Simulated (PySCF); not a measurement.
## CH and its ions

PBE; basis H def2-SVP, C def2-SVP; no relativity; PySCF 2.14. Neutral (UKS): doublet (π ↑), Re = 1.149 Å, ωe = 2739 cm⁻¹, De = 3.63 eV, HOMO -5.73 eV, LUMO -5.18 eV.

CH⁺ (UKS): singlet (closed shell), Re = 1.163 Å, ωe = 2722 cm⁻¹, De = 4.21 eV to H + C⁺. The energies at the minima are -38.38328 hartree for CH and -37.97901 for CH⁺.

Task: Work out the adiabatic ionisation energy, without and with harmonic zero-point energies (1 hartree = 27.2114 eV, 1 eV = 8065.5 cm⁻¹), and the change of the bond length.

Result: At PBE: 0.40427 hartree = 11.001 eV between the minima; the zero-point term (2722.0 − 2739.0)/2 cm⁻¹ = -0.001 eV makes it 11.000 eV. Re changes by +1.4 pm against the neutral. The electron leaves a π orbital, which is non-bonding in a hydride.

For an ion De counts to the pair picked by the measured ionisation energies or electron affinities, which need not be the lowest pair at this level. States were picked by a PBE0 search and need not be the measured ground states.
